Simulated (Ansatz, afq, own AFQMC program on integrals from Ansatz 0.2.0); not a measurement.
**C$_{2}$H$_{2}$, singlet: AFQMC among the cluster methods**

```xyz
4

C     0.0000    0.0000    0.5528
C     0.0000    0.0000   -0.7378
H     0.0000   -0.9396    1.1020
H     0.0000    0.9396    1.1020
```

Connectivity, by distances: CH2–C.

Basis cc-pVDZ. Only valence electrons are correlated. AFQMC by an in-house program on the Cholesky factors that Ansatz 0.2.0 writes for its CCSD(T) run. The CISD trial takes its coefficients from CCSD amplitudes. Released means that phaseless walkers are propagated on without the constraint, phases kept. ± is one standard error of the sampling.

Determinant: UHF, the one that the program's search chose, which needn't be the lowest solution. The geometry is a point of a scan.

No full CI on the walks' own integrals is used here; CCSDT(Q) serves as the reference and is uncertain by about the last step of the cluster series.

Cautions: an unrestricted solution with more broken spin lies lower (17 meV, ⟨S²⟩ 0.15), while this determinant keeps restricted orbitals.

* T1 diagnostic: 0.0161
* weight of the determinant in the CISD state: 0.880
* ⟨S²⟩ of the determinant: 0.000
* size of the correlated space: 10 electrons in 36 orbitals

| level | correlation energy (eV) |
| --- | --- |
| MP2 | -6.2402 |
| CCSD | -7.0896 |
| CCSD(T) | -7.3445 |

**Question.** Estimate where phaseless AFQMC with a CISD trial lies against CCSD(T) on the same integrals.

**Answer.** 1.13 ± 0.53 mEh below CCSD(T).

Reference: CCSDT(Q), correlation energy -7.387 eV. The released energy is read at 2.40 1/Eh (meV from the phaseless value at times in 1/Eh: 15 ± 13 at 0.24, 2 ± 10 at 0.51, 1 ± 12 at 0.99, -8 ± 14 at 1.62, 3 ± 17 at 2.40).

```json
{"level": "CCSD(T)", "E − E(reference) (mEh)": "1.55", "share of correlation (%)": "99.43"}
{"level": "CCSDT", "E − E(reference) (mEh)": "0.63", "share of correlation (%)": "99.77"}
{"level": "ph-AFQMC/HF", "E − E(reference) (mEh)": "-3.26 ± 2.07", "share of correlation (%)": "101.20"}
{"level": "ph-AFQMC/CISD", "E − E(reference) (mEh)": "0.42 ± 0.53", "share of correlation (%)": "99.84"}
{"level": "released AFQMC", "E − E(reference) (mEh)": "0.54 ± 0.63", "share of correlation (%)": "99.80"}
```

A walk keeps the symmetry of its determinant, which the program's search chose and which needn't be the lowest solution, so a lower state of the same spin and another symmetry isn't excluded. Released energies are given only where the last usable release times agree within the noise; a slower fall can still hide under it.
